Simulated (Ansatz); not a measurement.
Rock-salt TiN

The numbers are results of PBEsol (Ansatz, an electronic-structure program, PAW), not measurements.

Run with plane-wave cutoff 560 eV, 16×16×16 k mesh, Fermi–Dirac smearing 0.1 eV, perturbation theory, no spin polarisation, scalar-relativistic PAW data made under PBE.

Cell: relaxed at this level.

```
Property                            Value
-------------------------------  --------
zone-centre TO phonon frequency  534 cm⁻¹
```
